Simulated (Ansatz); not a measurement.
The input, for Ansatz 0.2.0:

```yaml
crystal:
  periodic: [false, false, false]
  atoms:
    - {symbol: Sb, position_ang: [0.000000, 0.000000, 0.000000]}
    - {symbol: H, position_ang: [0.000000, 0.000000, 1.871000]}
basis:
  gaussian: {orbitals: def2-SVP}
total_charge: 1
magnetization: {spin_polarized: false, initial_magnetization: 5}
correlation: {method: sc_nevpt2, electrons: outside_noble_gas, active_space: {window: {electrons: 5, orbitals: 9}, states: [{multiplicity: 6, weights: [0.5, 1, 1, 0.5]}], root: 1}}
```

```sh
$ ansatz run in.yaml --threads 1 --pin off --events-out ev --progress --plain --max-ram 2393MiB
```

Output:

```
661 factors; integrals over basis functions are off by at most 2.2e-7 eV
mean field evaluation 1: about -6507.5579 eV, gradient 8.4e0 eV
mean field evaluation 2: about -6507.6437 eV, gradient 8.3e0 eV
mean field evaluation 4: about -6508.5342 eV, gradient 5.7e-1 eV
mean field evaluation 8: about -6508.5389 eV, gradient 4.5e-5 eV
mean field -6508.53892736 eV, -239.1843939343 hartree, gradient 2.0e-6 eV, S^2 8.750000; 0 other end points of the search recorded, 0 dependent functions left out
reference -6508.53892736 eV, -239.1843939343 hartree; 14, 9 occupied and 17, 22 virtual orbitals, 661 factors
state -6508.60095820 eV, -239.1866735256 hartree
state -6500.55726176 eV, -238.8910731336 hartree
state -6498.59103069 eV, -238.8188154748 hartree
state -6498.53907665 eV, -238.8169061990 hartree
state -6508.60095820 eV, -239.1866735256 hartree; corrected -6508.91405385 eV, -239.1981795785 hartree
state -6500.55726176 eV, -238.8910731336 hartree; corrected -6500.86940059 eV, -238.9025440241 hartree
state -6498.59103069 eV, -238.8188154748 hartree; corrected -6498.78270074 eV, -238.8258592192 hartree
state -6498.53907665 eV, -238.8169061990 hartree; corrected -6498.74653233 eV, -238.8245300544 hartree
Total energy: -6500.86940059 eV, -238.9025440241 hartree
```

Ran on 1 thread of Arm Neoverse V1, shared host: 3.1 s wall, 0.09 GiB peak host memory.
